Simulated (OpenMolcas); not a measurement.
**One shape, several levels: [PH2]− (phosphanide)**

Wanted: a comparison of 6 runs (HF/3-21G, UHF/3-21G, B3LYP/3-21G, M06-2X/3-21G, SVWN5/3-21G, MP2/3-21G) of [PH2]− (phosphanide). 

The results are computed with OpenMolcas 26.06.

## 1. The structure to begin with

[PH2]− has 3 atoms, charge -1, and is taken as a singlet. SMILES: `[PH2-]`. The shape is that of a GFN2-xTB optimisation.

Bond lengths: P1–H2 1.345 Å, P1–H3 1.345 Å. Angles: H2–P1–H3 91.0°.

## 2. A single-point energy at HF/3-21G (run 1)

coord.xyz

```xyz
3

P      0.498920    -0.293580     0.245050
H      0.105590     0.990220     0.165130
H     -0.604500    -0.696650    -0.410180
```

mol.input

```
* H2P Hartree-Fock

&gateway
 baslib = $CurrDir
 coord = coord.xyz
 basis = 3-21G
 group = NoSym

&seward

&scf
 charge = -1
 thresholds = 1e-10 1e-07 1e-07 1e-05
 prorbitals = 1 1
```

The basis set 3-21G is read from a file made from the Basis Set Exchange's data (not shown).

Launch:

```sh
export MOLCAS_MEM=1860
pymolcas mol.input > mol.log
```

What it wrote:

```text
--- Start Module: gateway ---
[...]
--- Stop Module: gateway /rc=_RC_ALL_IS_WELL_ ---
--- Start Module: seward ---
[...]
      Basis functions           17
--- Stop Module: seward /rc=_RC_ALL_IS_WELL_ ---
--- Start Module: scf ---
[...]
       Convergence after  12 Iterations
[...]
::    Total SCF energy                               -340.1008651337
[...]
      Total spin, S                                     0.0000000000
[...]
      Total electronic charge=   18.000000
      Total            charge=   -1.000000
[...]
      Dipole Moment (debye):
      Origin of the operator (angstrom)=    0.4532   -0.2667    0.2226
                   X= -7.3406E-01               Y=  4.3204E-01               Z= -3.6054E-01           Total=  9.2493E-01
      Center of Charge (angstrom)
[...]
--- Stop Module: scf /rc=_RC_ALL_IS_WELL_ ---
[...]
```

Run time: 1.6 s. Hardware: 1 thread of Arm Neoverse V1, shared host; peak memory 0.37 GiB.

## 3. A single-point energy at UHF/3-21G (run 2)

coord.xyz is that of step 2.

step1.inp

```
* H2P Hartree-Fock
>>> EXPORT MOLCAS_PRINT=2
&GATEWAY
BasLib=$CurrDir
Coord=coord.xyz
Basis=3-21G
Group=NoSym
&SEWARD
&SCF
UHF
Charge=-1
Scramble=0.25
PrOrbitals=1 1
```

The basis set 3-21G is read from a file made from the Basis Set Exchange's data (not shown).

Launch:

```sh
export MOLCAS_MEM=1860
pymolcas step1.inp > step1.log
```

What it wrote:

```text
--- Start Module: gateway ---
[...]
--- Stop Module: gateway /rc=_RC_ALL_IS_WELL_ ---
--- Start Module: seward ---
[...]
      Basis functions           17
--- Stop Module: seward /rc=_RC_ALL_IS_WELL_ ---
--- Start Module: scf ---
[...]
       Convergence after  13 Iterations
[...]
::    Total SCF energy                               -340.1008651337
[...]
      Total spin, S                                     0.0000000000
[...]
      Total electronic charge=   18.000000
      Total            charge=   -1.000000
[...]
      Dipole Moment (debye):
      Origin of the operator (angstrom)=    0.4532   -0.2667    0.2226
                   X= -7.3406E-01               Y=  4.3204E-01               Z= -3.6053E-01           Total=  9.2493E-01
      Center of Charge (angstrom)
[...]
--- Stop Module: scf /rc=_RC_ALL_IS_WELL_ ---
[...]
```

Wall time 1.7 s (1 thread of Arm Neoverse V1, shared host); peak memory 0.37 GiB.

Runs 3 to 5 aren't shown in full; the table further down has their settings and results.

## 4. The energy at MP2/3-21G (run 6)

coord.xyz is that of step 3.

mol.inp

```
>>> EXPORT MOLCAS_PRINT=2
&gateway
baslib
$CurrDir
coord
coord.xyz
basis
3-21G
group
NoSym
&seward
&scf
charge
-1
thresholds
1e-10 1e-07 1e-07 1e-05
prorbitals
1 1
&mbpt2
frozen
5
```

The basis set 3-21G is read from a file made from the Basis Set Exchange's data (not shown).

Launch:

```sh
export MOLCAS_MEM=1860
pymolcas mol.inp > mol.log
```

What it wrote:

```text
--- Start Module: gateway ---
[...]
--- Stop Module: gateway /rc=_RC_ALL_IS_WELL_ ---
[...]
      Basis functions           17
[...]
--- Start Module: scf ---
[...]
       Convergence after  12 Iterations
[...]
::    Total SCF energy                               -340.1008651337
[...]
      Total spin, S                                     0.0000000000
[...]
      Total electronic charge=   18.000000
      Total            charge=   -1.000000
[...]
      Dipole Moment (debye):
      Origin of the operator (angstrom)=    0.4532   -0.2667    0.2226
                   X= -7.3406E-01               Y=  4.3204E-01               Z= -3.6054E-01           Total=  9.2493E-01
      Center of Charge (angstrom)
[...]
--- Stop Module: scf /rc=_RC_ALL_IS_WELL_ ---
--- Start Module: mbpt2 ---
[...]
WARNING!
Default frozen orbitals as non valence orbitals is overwritten by user input.
Default values:   5
[...]
       Reference weight ( Cref**2 )         =        0.97363
::    Total MBPT2 energy                             -340.1567300036
[...]
      Total MBPT2 calculations                           0.03      0.04
--- Stop Module: mbpt2 /rc=_RC_ALL_IS_WELL_ ---
[...]
```

Wall time 1.6 s (1 thread of Arm Neoverse V1, shared host); peak memory 0.37 GiB.

## 5. All runs side by side

```csv
run,level,SCF convergence threshold,scramble,energy (Eh),HOMO energy (eV),LUMO energy (eV),HOMO–LUMO gap (eV),wall time
1,HF/3-21G,1e-10,–,-340.100865,-0.40,12.42,12.82,1.6 s
2,UHF/3-21G,–,0.25,-340.100865,-0.40,12.42,12.82,1.7 s
3,B3LYP/3-21G,1e-10,–,-340.778878,2.43,8.88,6.45,3.6 s
4,M06-2X/3-21G,1e-10,–,-340.722256,1.19,9.93,8.74,4.2 s
5,SVWN5/3-21G,1e-10,–,-339.469642,3.24,8.07,4.83,3 s
6,MP2/3-21G,1e-10,–,-340.156730,-0.40,12.42,12.82,1.6 s
```

## 6. Summary of results

| quantity | value |
| --- | --- |
| run 6: total energy | -340.15673 Eh |
| run 6: HOMO energy (Hartree–Fock orbitals) | -0.40 eV |
| run 6: LUMO energy (Hartree–Fock orbitals) | 12.42 eV |
| run 6: HOMO–LUMO gap (to an unbound level, set by the basis) | 12.82 eV |
| run 6: correlation energy (5 core orbitals frozen) | -55.9 mEh |

In words: Over runs 1, 2, 3, 4, 5 the HOMO–LUMO gap runs from 4.83 eV (SVWN5/3-21G) to 12.82 eV (UHF/3-21G). The empty levels of an anion lie above zero and hang on the basis. Totals of different functionals can't be ranked against each other. In runs 3, 4, 5 the HOMO lies above zero, so the outermost electron may be held by the basis alone. All runs together took 16 s, the longest 4.2 s.
